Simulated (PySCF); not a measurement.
Worked example: chemical shift, span and skew from a shielding tensor

1-chloropropane (C3H7Cl), SMILES CCCCl. Atoms are numbered in the order given.

```xyz
11

C     -1.8996    -0.2485     0.2167
C     -0.6920    -1.1253    -0.0666
C      0.6160    -0.5687     0.4556
Cl     1.0524     0.9858    -0.3268
H     -2.0427    -0.1027     1.2995
H     -2.8196    -0.6968    -0.1861
H     -1.7749     0.7440    -0.2409
H     -0.5933    -1.3015    -1.1506
H     -0.8255    -2.1189     0.3974
H      0.5679    -0.3708     1.5366
H      1.4508    -1.2566     0.2651
```

The structure is a stationary point at PBE0-D3(BJ)/def2-SVP. Other conformers were not sampled.

GIAO shieldings from PySCF with KT2/pcSseg-1, non-relativistic, no solvent. The symmetric part of the tensor of C3 has the principal values 98.9, 133.9, 156.4 ppm. The same nucleus in TMS has σ = 185.1 ppm at this level (PySCF, at its B3LYP-D3(BJ)/def2-TZVP geometry). Without spin–orbit terms, shifts of atoms bonded to Cl or Br come out too high.

Problem. Work out the isotropic shielding, the ¹³C shift against TMS, the span and the skew.

Solution. 
σ(iso) = (σ11 + σ22 + σ33)/3 = 129.7 ppm. δ = σ(ref) − σ(iso) = 185.1 − (129.7) = 55.4 ppm.
Span Ω = σ33 − σ11 = 57.5 ppm. Skew κ = 3(σ(iso) − σ22)/Ω = -0.22. Tumbling in solution averages the tensor to δ; in a static solid the shielding alone would spread this spin-1/2 line over Ω.
